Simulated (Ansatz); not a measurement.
System: hcp Tl. Method: rVV10 (plane waves, PAW; Ansatz, an electronic-structure program).

Numerical settings: plane-wave cutoff 520 eV, 18×18×10 k mesh (along the axes of the cell as run), Fermi–Dirac smearing 0.05 eV, scalar-relativistic PAW data made under PBE.

Energies at three volumes about the minimum:

```json
[
 {"V (Å³/atom)": "30.663", "E − E_lowest (meV/atom)": "1.29"},
 {"V (Å³/atom)": "31.289", "E − E_lowest (meV/atom)": "0.00"},
 {"V (Å³/atom)": "31.915", "E − E_lowest (meV/atom)": "1.10"}
]
```

Fit a parabola by hand: where is the minimum, and what is the bulk modulus?

Slopes: (0.00 − 1.29)/(31.289 − 30.663) = -2.061 and (1.10 − 0.00)/(31.915 − 31.289) = 1.757 meV/Å³. Curvature E″ = 2 × (1.757 − (-2.061))/(31.915 − 30.663) = 6.099 meV/Å⁶. From the middle of the first interval, the slope vanishes at V0 = 30.9760 − (-2.061)/6.099 = 31.314 Å³/atom. B = V0 E″ = 31.314 × 6.099 meV/Å³ × 0.1602 GPa per meV/Å³ = 30.6 GPa. The full Birch–Murnaghan fit to all volumes gives V0 = 31.301 Å³/atom and B0 = 30.5 GPa.

Shape and atoms are relaxed at each volume.

Measured, for comparison: bulk modulus 37.4 GPa (copied from a table, unchecked, extrapolated to 0 K and zero-point effects removed; as tabulated in Lejaeghere et al. (2013), arXiv:1204.2733). Computed (rounded) less measured: bulk modulus not scored (unchecked).

Note: the bulk modulus comes from volumes at which shape and atoms were relaxed.
